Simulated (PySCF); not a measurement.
## Ionisation energy of Be by level of theory

Be [He] 2s2 (1S) → Be⁺ [He] 2s1 (2S), as a difference of total energies. Calculation: PySCF 2.14, in cc-pVTZ-DK; scalar relativity by spin-free X2C-1e. Correlated levels: valence: 1s2 frozen. The calculations carry no spin-orbit coupling.

**Question.** Order these methods by the ionisation energy they give, lowest first.
A. PBE
B. B3LYP
C. SCS-MP2 (valence)
D. UHF

**Answer.** D (8.046 eV), C (8.966 eV), A (8.996 eV), B (9.112 eV).

Errors of the correlated levels include the incompleteness of this basis and the frozen core.

With two correlated electrons CCSD is exact in that space.

For comparison: 9.323 eV (measured; NIST Atomic Spectra Database, ionization energies).
